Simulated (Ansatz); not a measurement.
Ansatz (a first-principles code) input (CCSD(T)/aug-cc-pVDZ):

Ansatz 0.2 input:
```yaml
crystal:
  periodic: [false, false, false]
  atoms:
    - {symbol: O, position_ang: [0.00087921, 0.00996717, 0.66372784]}
    - {symbol: C, position_ang: [-0.00069266, -0.00785239, -0.52290140]}
    - {symbol: H, position_ang: [0.00580988, 0.95150323, -1.10075038]}
    - {symbol: H, position_ang: [-0.00868758, -0.98412628, -1.07166392]}
basis:
  gaussian:
    orbitals: aug-cc-pVDZ
total_charge: 1
magnetization: {spin_polarized: true, initial_magnetization: 1}
correlation: {method: ccsd_t, electrons: outside_noble_gas}
output: {forces: true}
```

End of the output:

```
cycle   5  -8.22774033 eV  change   -2.1e-3 eV  update   6.5e-4
cycle   6  -8.22896107 eV  change   -1.2e-3 eV  update   2.6e-4
cycle   7  -8.22911347 eV  change   -1.5e-4 eV  update   7.8e-5
cycle   8  -8.22916550 eV  change   -5.2e-5 eV  update   2.2e-5
cycle   9  -8.22916898 eV  change   -3.5e-6 eV  update   7.7e-6
cycle  10  -8.22917013 eV  change   -1.1e-6 eV  update   3.0e-6
cycle  11  -8.22917146 eV  change   -1.3e-6 eV  update   1.3e-6
perturbative correction -0.27115904 eV, -0.0099649109 hartree
the calculation of the forces begins
Total energy: -3098.01567536 eV, -113.8499761589 hartree
Atom 0 at     0.000879     0.009967     0.663728 Å, force     0.002498     0.028317     1.885652 eV/Å
Atom 1 at    -0.000693    -0.007852    -0.522901 Å, force    -0.002240    -0.025390    -1.690777 eV/Å
Atom 2 at     0.005810     0.951503    -1.100750 Å, force     0.001699     0.242652    -0.101106 eV/Å
Atom 3 at    -0.008688    -0.984126    -1.071664 Å, force    -0.001957    -0.245578    -0.093769 eV/Å
Dipole moment:    -0.000814    -0.009228    -0.614495 e Å
```
